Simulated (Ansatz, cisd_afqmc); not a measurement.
Species: C$_{2}$H$_{4}$, charge 0, singlet. C2H4 (ethene, SMILES C=C).
NHTBH set geometry:
```xyz
6

C      0.0000     0.0000     0.6656
C      0.0000     0.0000    -0.6656
H      0.0000     0.9215     1.2317
H      0.0000    -0.9215     1.2317
H      0.0000     0.9215    -1.2317
H      0.0000    -0.9215    -1.2317
```
Charge 0, spin multiplicity 1.

Total energies in aug-cc-pVDZ, 12 correlated electrons, 2 frozen orbitals. UHF or UKS for unpaired electrons; spin-orbit terms are left out. Correlated methods leave the cores frozen. No relativity. AFQMC/CISD: phaseless, guided by CISD from CCSD amplitudes; bars are statistical, one sigma. Outlying blocks are dropped, and bars are widened where a walk drifts. Over all cases where full CI ran beside it in this data, AFQMC minus full CI had a median of +0.1 mEh and passed +0.4 mEh in a tenth of the cases.

| method | program | energy (Eh) | minus CCSDT(Q) (mEh) |
|---|---|---|---|
| HF | Ansatz | -78.04364 | 326.08 |
| MP2 | Ansatz | -78.32818 | 41.54 |
| CCSD | Ansatz | -78.35732 | 12.40 |
| CCSD(T) | Ansatz | -78.36842 | 1.30 |
| CCSDT(Q) | Ansatz | -78.36971 | 0.00 |
| AFQMC/CISD | cisd_afqmc | -78.3695 ± 0.0004 | 0.2 ± 0.4 |

Rough core times of Ansatz's runs on a shared machine: CCSD(T) under 20 s, CCSDT(Q) 2 min.

Ansatz is a first-principles code.
